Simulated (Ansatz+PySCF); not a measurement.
Results of a calculation; reference values are marked as such.
Input for PySCF 2.14.0:

```python
from pyscf import gto, scf, mp

mol = gto.M(atom="""
O 0.000000 0.403580 0.482580
O 0.000000 -0.403580 -0.482580
H 0.000000 -0.176210 1.295360
H 0.000000 0.176210 -1.295360
""", basis='cc-pvtz', charge=1, spin=1)
mf = scf.UHF(mol)
mf.kernel()
pt = mp.MP2(mf, frozen=2).run()
print(mf.e_tot, pt.e_corr, pt.e_tot)
```

The script is written out from the run's settings.

The run gave:

```
Converged                       : yes
Reference energy                : -150.48602 hartree
Correlation energy              : -0.46187 hartree
Total energy                    : -150.94789 hartree
Spin squared of the determinant : 0.769
```

Caution: MP2 on this radical cation hangs on the determinant chosen.
